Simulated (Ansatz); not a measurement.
Input for Ansatz (development build ahead of 0.2.0):

```yaml
crystal:
  periodic: [false, false, false]
  atoms:
    - { symbol: S, position_ang: [0.0, 0.0, 0.0] }
    - { symbol: F, position_ang: [0.0, 0.0, 1.68105] }
basis:
  gaussian: { orbitals: def2-SVP }
magnetization:
  spin_polarized: true
  initial_magnetization: 1
hamiltonian:
  xc: hf
correlation:
  method: mp2
  frozen_orbitals: { F: 1, S: 5 }
scf:
  omitted_lower_state_checks: [starts, atomic_configurations, cluster_reference, orbital_swaps, given_window_search, neighbouring_geometries, increment]
```

The input is written out in the form of the current development build from the run's settings.

Results

* Converged: yes
* Reference energy: -496.68973 hartree
* Correlation energy: -0.29283 hartree
* Total energy: -496.98256 hartree
* Spin squared of the determinant: 0.760
* Stability test: minimum
* Occupied orbitals by symmetry in an Abelian subgroup (alpha; beta): 7 A1 3 B1 3 B2; 7 A1 3 B1 2 B2

Messages of the program:
```
mean field -13515.61610383 eV, -496.6897306022 hartree, gradient 9.1e-6 eV, S^2 0.759824; 0 other ends of a descent, 0 dependent functions left out
```
